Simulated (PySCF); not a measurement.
Numbering as in the mapped SMILES `[CH3:1][CH2:2][Cl:3]`. Each H is labelled by its parent atom.

GIAO shifts from PySCF 2.14.0 with density-fitted response routines on PBE0-D3(BJ)/def2-SVP geometries (one conformer, non-relativistic, equivalent nuclei averaged), against TMS at the same level and in the same medium; PCM means IEF-PCM chloroform.

Measured (solution, not stated per compound (mostly CDCl3 or CCl4); Pretsch, Buehlmann, Badertscher, Structure Determination of Organic Compounds, 4th ed. (2009)): C2 39.9, C1 18.9, H(C2) 3.47, H(C1) 1.33 ppm.

Problem. Which unscaled values do B3LYP/pcSseg-2, gas; PBE0/pcSseg-1, PCM; WP04/pcSseg-1, PCM; wB97X-D/pcSseg-1, PCM give, and how close are they?

Solution. 
| atoms | measured | B3LYP/pcSseg-2, gas | PBE0/pcSseg-1, PCM | WP04/pcSseg-1, PCM | wB97X-D/pcSseg-1, PCM |
| --- | --- | --- | --- | --- | --- |
| C2 | 39.9 | 48.1 | 47.5 | 52.3 | 47.0 |
| C1 | 18.9 | 22.1 | 21.3 | 22.7 | 21.5 |
| H(C2) | 3.47 | 3.56 | 3.57 | 3.51 | 3.52 |
| H(C1) | 1.33 | 1.40 | 1.41 | 1.42 | 1.42 |

Mean absolute error for ¹³C: B3LYP/pcSseg-2, gas 5.7, PBE0/pcSseg-1, PCM 5.0, WP04/pcSseg-1, PCM 8.1, wB97X-D/pcSseg-1, PCM 4.9 ppm.

Mean absolute error for ¹H: B3LYP/pcSseg-2, gas 0.08, PBE0/pcSseg-1, PCM 0.09, WP04/pcSseg-1, PCM 0.06, wB97X-D/pcSseg-1, PCM 0.07 ppm.

Carbons that carry Cl, above all several Cl atoms, come out too deshielded, partly because spin–orbit coupling is missing.
